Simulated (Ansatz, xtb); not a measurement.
H2O2P+: where a starting geometry ends

The starting geometry of this gas-phase singlet has its atoms placed at random.

```xyz
5

O     0.1264    0.8689   -1.3382
O     0.1920   -0.3936   -1.1521
P     0.4271   -0.7063    0.4714
H     1.1921    0.7815    0.6458
H    -0.8985    0.6465    0.5860
```

Q: Guess where an optimisation with r2SCAN-D4/def2-SVP ends from this start.

A: It ends as a structure given below by its coordinates. Distances that change by over a tenth: P3–H4 (1.68 → 1.43 Å). Contacts that close: P3–H5 (1.90 → 1.42 Å).

The energy falls by 3.27 eV over 13 steps:

```
step  E − E(last) (eV)
   1             3.271
   2             1.533
   4             0.578
   5             0.384
   6             0.089
   8             0.006
   9             0.004
  10             0.001
  12             0.000
  13             0.000
```

Final geometry (Å):

```xyz
5

O     0.5675    0.5948   -1.9762
O    -0.1672    0.0821   -1.1237
P     0.3379   -0.2829    0.4822
H     1.2263    0.7961    0.7644
H    -0.9254    0.0069    1.0661
```

From the same start GFN2-xTB reaches the same bonding as this run.

From so rough a start the end depends on the optimiser's path, so another program may land elsewhere. No frequencies were run, so the end isn't proven a minimum. Run with Ansatz 0.2.0, 5.1 s on 2 threads of Intel(R) Xeon(R) 6975P-C (Granite Rapids), on a shared host.
